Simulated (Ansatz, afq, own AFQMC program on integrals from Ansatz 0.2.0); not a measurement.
# SiH, doublet: AFQMC among the cluster methods

```xyz
2

Si   -0.3062    0.3469   -0.1269
H    -0.5444   -1.1454   -0.4261
```

Basis def2-TZVP. Only valence electrons are correlated. Integrals, coupled cluster, full CI and functionals: Ansatz 0.2.0; the random walks run on the same integrals in our own AFQMC program. ph-AFQMC/CISD is guided by a CISD state made of CCSD amplitudes; releasing the constraint for a short imaginary time cuts its bias at the price of noise, slowly where states lie close. Uncertainties: one standard error, sampling alone.

Determinant: UHF, the one that the program's search chose, which needn't be the lowest solution. The geometry is a PBE0/def2-SVP stationary point of this or a neighbouring charge and spin state.

Full CI on the same integrals is exact in this basis and with this determinant's frozen core.

Cautions: the determinant is a saddle point among determinants of its kind.

```
T1 diagnostic                               : 0.0194
weight of the determinant in the CISD state : 0.915
⟨S²⟩ of the determinant                     : 0.773
size of the correlated space                : 5 electrons in 38 orbitals
```

Reference: full CI, correlation energy -2.858 eV. The released energy is read at 2.40 1/Eh (meV from the phaseless value at times in 1/Eh: -1.6 ± 0.9 at 0.24, -3.1 ± 0.9 at 0.51, -5.0 ± 0.8 at 0.99, -5.7 ± 0.8 at 1.62, -6.9 ± 1.0 at 2.40).

| level | E − E(reference) (kJ/mol) | share of correlation (%) |
| --- | --- | --- |
| HF | 275.8 | 0.00 |
| MP2 | 75.1 | 72.78 |
| CCSD | 10.0 | 96.39 |
| CCSD(T) | 2.4 | 99.15 |
| CCSDT | 0.2 | 99.92 |
| CCSDT(Q) | 0.0 | 99.99 |
| CCSDTQ | 0.0 | 100.00 |
| ph-AFQMC/CISD | 0.8 ± 0.2 | 99.72 |
| released AFQMC | 0.1 ± 0.1 | 99.96 |

CCSDT and higher add their correlation energy to the determinant of the CCSD(T) run, since their own runs factorise the integrals more tightly (a shift of under 2 meV). A walk keeps the symmetry of its determinant, which the program's search chose and which needn't be the lowest solution, so a lower state of the same spin and another symmetry isn't excluded. Released energies are given only where the last usable release times agree within the noise; a slower fall can still hide under it.
